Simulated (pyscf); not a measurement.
Structures and frequencies: ωB97X-D3(BJ)/def2-SVP in PySCF. Correlated levels are frozen-core, on RHF or UHF. ΔMP2 is the change of the MP2 total energy from the triple- to the quadruple-zeta basis.

Task: For H₂P–PH–PH₂ -> HP=PH + PH₃, an elimination (singlet surface; P–P, H–P broken, H–P formed), PBE/def2-TZVP gives ΔE‡ = 2.67 eV and ΔE = +1.06 eV (zero: the reactant's lowest minimum found). In which direction and how far do r²SCAN/def2-TZVP, ωB97M-D3(BJ)/def2-TZVP, CCSD(T)/def2-TZVPP + ΔMP2(QZVPP) move these?

Result: r²SCAN: ΔE‡ = 2.89 eV, ΔE = +1.13 eV; ωB97M-D3(BJ): ΔE‡ = 3.19 eV, ΔE = +1.08 eV; CCSD(T): ΔE‡ = 2.88 eV, ΔE = +0.96 eV. PBE's barrier lies under all of them, by 0.21 to 0.52 eV. Its reaction energy lies among theirs. Low barriers are usual for a GGA, whose delocalisation error favours stretched bonds. The same reactants have a lower exit, to PH₂• + •HP–PH₂ (no saddle counted: cutting one bond costs +2.56 eV at ωB97M-D3(BJ)/def2-TZVP, against +3.19 eV here). This is the saddle that the search found; another between the same sides may lie lower. A restricted solution here is unstable towards spin polarisation, so biradical character is likely and single-reference numbers are less safe. The CCSD(T) − MP2 part came from Ansatz, without density fitting, on the same reference.
